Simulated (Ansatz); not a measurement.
Conformers and stereoisomers of C₂H₃ClFN (`CN=C(F)Cl`), each relaxed with PBE0-D4/def2-TZVP in Ansatz. CBS adds the triple-zeta coupled-cluster correction to the MP2 limit.

Not all of them had a frequency check.

Conformer A:

```xyz
8

C    -0.057    0.773    0.768
N    -0.550    0.248   -0.471
C    -0.112   -0.775   -0.997
F    -0.595   -1.225   -2.140
Cl    1.151   -1.829   -0.445
H    -0.886    0.838    1.476
H     0.301    1.791    0.599
H     0.748    0.178    1.210
```

Conformer B:

Cartesian coordinates in Å:
```
C -0.301 0.850 -0.649
N 0.349 0.342 0.535
C 0.376 -0.867 0.779
F -0.161 -1.833 0.030
Cl 1.126 -1.541 2.161
H -1.073 1.558 -0.341
H -0.750 0.080 -1.282
H 0.434 1.411 -1.232
```

(1) Which is lowest in electronic energy at CCSD(T)/CBS (frozen core, def2 sets), and by how much? (Estimate.)

(2) Give the energies relative to A (kJ/mol) with B3LYP-D4/def2-TZVPP, B2PLYP/def2-TZVPP, PBE0/def2-TZVPP, CCSD/def2-TZVPP, SCS-MP2/def2-QZVPP, HF/CBS(def2), MP2/CBS(def2). (Best estimate.)

## Answers

(1) Ansatz gave: A; B lies 7.4 kJ/mol higher.

(2) Computed: 
```tsv
level	B
B3LYP-D4/def2-TZVPP	8.1
B2PLYP/def2-TZVPP	7.2
PBE0/def2-TZVPP	7.9
CCSD/def2-TZVPP	5.6
SCS-MP2/def2-QZVPP	6.7
HF/CBS(def2)	3.4
MP2/CBS(def2)	8.7
```

B3LYP here is the variant with VWN-RPA as its local correlation; programs differ in this.
